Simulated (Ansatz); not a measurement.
# C2F4 (singlet): the correlation ladder, cc-pVDZ

How much of the correlation energy of C2F4 (singlet) does each wave-function method recover here?

The runs use Ansatz 0.2.0, Gaussian basis; cc-pVDZ, core rule «outside noble gas», up to 6 orbitals frozen.

To be run: UHF; CCSD(T) on RHF; BCCD(T) on RHF; CISD; CCSDT(Q) on RHF; CASSCF and MRCISD+Q, 8 electrons in 8 orbitals; CASSCF and NEVPT2, 8 electrons in 8 orbitals.

16 further runs of the same task are left out: 3 that didn't finish, 13 set aside as unsound or not needed.

## Step 1: The geometry

The geometry is an MP2(full)/6-31G* stationary point (not a proven minimum).

6 atoms, charge 0, spin multiplicity 1.

Atoms are counted from 1 here; the program's logs count them from 0.

Bond lengths: C1–C2 1.326 Å, C1–F3 1.327 Å, C1–F4 1.327 Å, C2–F5 1.327 Å, C2–F6 1.327 Å. Angles: C2–C1–F3 123.0°, C2–C1–F4 123.0°, F3–C1–F4 114.0°, C1–C2–F5 123.0°, C1–C2–F6 123.0°, F5–C2–F6 114.0°.

## Step 2: UHF

in.yaml reads:

```yaml
crystal:
  periodic: [false, false, false]
  atoms:
    - {symbol: C, position_ang: [0.000000, 0.000000, 0.663230]}
    - {symbol: C, position_ang: [0.000000, 0.000000, -0.663230]}
    - {symbol: F, position_ang: [0.000000, 1.112665, 1.385652]}
    - {symbol: F, position_ang: [0.000000, -1.112665, 1.385652]}
    - {symbol: F, position_ang: [0.000000, 1.112665, -1.385652]}
    - {symbol: F, position_ang: [0.000000, -1.112665, -1.385652]}
basis:
  gaussian: {orbitals: cc-pVDZ}
magnetization: {spin_polarized: true, initial_magnetization: 0}
hamiltonian: {xc: hf}
output: {orbitals: {seedname: orbitals}}
```

Run with:

```
ansatz run in.yaml --threads 1 --pin off --events-out ev --progress --plain --max-ram 4160MiB --backend cpu
```

Further steps of the session: CCSD(T) on RHF; BCCD(T) on RHF; CISD; CCSDT(Q) on RHF; CASSCF and MRCISD+Q, 8 electrons in 8 orbitals; CASSCF and NEVPT2, 8 electrons in 8 orbitals.

**Question.** What will the summary of the whole plan be? Wanted: RCCSDT(Q) below the RHF energy; RMP2 from RCCSDT(Q); RCCSD from RCCSDT(Q); RCCSD(T) from RCCSDT(Q); NEVPT2 frontier from RCCSDT(Q); MRCISD+Q frontier from RCCSDT(Q); T1 diagnostic.

As calculated:

| quantity | value |
| --- | --- |
| RCCSDT(Q) below the RHF energy | -28.2027 eV |
| RMP2 from RCCSDT(Q) | +1201.3 meV |
| RCCSD from RCCSDT(Q) | +748.5 meV |
| RCCSD(T) from RCCSDT(Q) | +94.1 meV |
| NEVPT2 frontier from RCCSDT(Q) | +1521.6 meV |
| MRCISD+Q frontier from RCCSDT(Q) | +879.4 meV |
| levels within 1 kcal/mol (43 meV) | none |
| T1 diagnostic | 0.012 |

**Reading.** RCCSD(T) misses by +94.1 meV, 0.3 % of the correlation energy. Of the multireference levels listed MRCISD+Q frontier comes nearest in total energy (+879.4 meV), which doesn't show that its space is the better one. These misses are within one basis, not against nature.
